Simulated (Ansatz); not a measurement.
# Worked example: correlation energy of HSiB, singlet

Geometry: a point of a breathe scan, not a stationary point.

```xyz
3

Si    0.0000    0.0000    0.1962
B     0.0000    0.0000   -2.0992
H     0.0000    0.0000    1.9030
```

Basis 6-31G; Ansatz 0.2.0. Only valence electrons are correlated (noble-gas cores frozen), which leaves 8 electrons in 18 orbitals. Prefix R: restricted or restricted open-shell reference.

Full CI is exact within this basis and frozen core; it isn't the basis-set limit.

The determinant fills πx and πy unequally, so it is a mixture of Σ and Δ, which weighs on every level built on one determinant.

Runs differ by some tens of microhartree through their thresholds, so steps under 0.03 kcal/mol mean nothing.

| level | total energy (hartree) |
| --- | --- |
| RHF | -313.881041 |
| RMP2 | -313.976732 |
| RCCSD | -314.015155 |
| RCCSD(T) | -314.023740 |
| RCCSDT | -314.026100 |
| RCCSDT(Q) | -314.027976 |
| RCCSDTQ* | -314.028819 |
| full CI | -314.029046 |

Task: What is the correlation energy at full CI, and what share of it do RMP2 and RCCSD(T) recover?

Result: E(corr) = -314.029046 − (-313.881041) = -0.148005 hartree = -4.027 eV. RMP2: -0.095691 / -0.148005 = 64.65 %. RCCSD(T): -0.142699 / -0.148005 = 96.41 %.

Task: By how many kcal/mol does RCCSD(T) miss full CI (1 hartree = 627.509 kcal/mol), and which steps make up the rest?

Result: -314.023740 − (-314.029046) = 0.005306 hartree = 3.33 kcal/mol. Steps: RCCSDT − RCCSD(T) = -1.48, RCCSDT(Q) − RCCSDT = -1.18, RCCSDTQ − RCCSDT(Q) = -0.53, full CI − RCCSDTQ = -0.14 kcal/mol. With more than one leading determinant such errors change with state and geometry, and needn't cancel in differences.

An asterisk marks runs whose energy the program itself flagged as in doubt.
